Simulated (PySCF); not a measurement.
# SVWN5/STO-6G run of NH3S (Thiohydroxylamine)

What is the energy change on altering one bond length of NH3S (Thiohydroxylamine) at SVWN5/STO-6G? The job is set up through a Python script.

The results are computed with PySCF 2.14.0.

11 further runs of the same task are left out: 11 set aside as unsound or not needed.

## (1) The system as given

The species is NH3S (5 atoms), meant as a singlet with charge 0. As SMILES, `NS`. The shape is that of a GFN2-xTB optimisation. This is one conformer, not always the lowest.

Bond lengths: N1–S2 1.719 Å, N1–H3 1.015 Å, N1–H4 1.015 Å, S2–H5 1.338 Å. Angles: N1–S2–H5 95.5°, S2–N1–H3 109.8°, S2–N1–H4 109.7°, H3–N1–H4 108.9°.

## (2) The energy at SVWN5/STO-6G

input.py

```python
from pyscf import gto, dft

mol = gto.M(
    atom='''
N     -0.307572    -0.958847    -0.437850
S      0.317984     1.803498     1.153357
H      0.028421    -2.457948     0.709460
H     -2.146710    -0.991577    -0.981165
H      2.107876     2.604874    -0.443821
''',
    charge=0,
    unit='bohr',
    verbose=3,
    basis='sto-6g',
    max_memory=1860,
)

myscf = dft.RKS(mol, xc='svwn')
myscf.grids.level = 5
myscf.conv_tol = 1e-10
myscf.kernel()
if not myscf.converged:
    myscf = myscf.newton().run(myscf.mo_coeff, myscf.mo_occ)

energy = myscf.e_tot
print('E(%s) = %.9f' % ('SVWN5', energy))
```

Launch:

```console
OMP_NUM_THREADS=1 python input.py
```

What it wrote:

```text
converged SCF energy = -451.197035986149
E(SVWN5) = -451.197035986
```

Wall time 1.8 s (1 thread of Intel Xeon Platinum 8488C (Sapphire Rapids), shared host); peak memory 0.14 GiB.

## (3) The distorted shape, same level

run.py

```python
from pyscf import gto, dft

mol = gto.Mole()
mol.atom = '''
N       -0.636346      -0.719435       0.190896
S       -0.305316       0.742335       1.032926
H       -0.458546      -1.512725       0.798026
H       -1.609576      -0.736755      -0.096614
H        1.115440       1.378440      -0.234860
'''
mol.max_memory = 1860
mol.charge = 0
mol.spin = 0
mol.basis = 'sto-6g'
mol.verbose = 3
mol.build()

ks = dft.RKS(mol, xc='svwn')
ks.conv_tol = 1e-10
ks.grids.level = 5
ks.kernel()
if not ks.converged:
    ks = ks.newton().run(ks.mo_coeff, ks.mo_occ)

etot = ks.e_tot
print('Final energy', etot)
```

Launch:

```console
OMP_NUM_THREADS=1 python run.py
```

What it wrote:

```text
converged SCF energy = -451.113802905939
Final energy -451.11380290593894
```

Run time: 2 s. Hardware: 1 thread of Intel Xeon Platinum 8488C (Sapphire Rapids), shared host; peak memory 0.14 GiB.

## (4) Summary of results

At SVWN5/STO-6G:

| quantity | value |
| --- | --- |
| first shape: total energy | -451.19704 Eh |
| first shape: dipole moment | 0.83 D |
| first shape: HOMO energy | -1.98 eV |
| first shape: LUMO energy | 4.80 eV |
| first shape: HOMO–LUMO gap | 6.79 eV |
| distorted shape: total energy | -451.11380 Eh |
| distorted shape: dipole moment | 1.85 D |
| distorted shape: HOMO energy | -1.75 eV |
| distorted shape: LUMO energy | 1.05 eV |
| distorted shape: HOMO–LUMO gap | 2.80 eV |
| energy change with the S2–H5 bond stretched from 1.338 to 2.008 Å | 2.265 eV |

What this shows: One bond (distorted shape) is far stretched, which a spin-restricted single reference describes badly; a broken-symmetry solution may lie lower. With the S2–H5 bond stretched from 1.338 to 2.008 Å the energy rises by 2.26 eV (219 kJ/mol). The first shape isn't relaxed at this level, so the change isn't measured from a minimum. A restricted reference can't describe the breaking bond well at this length. The minimal basis adds a large error of its own.
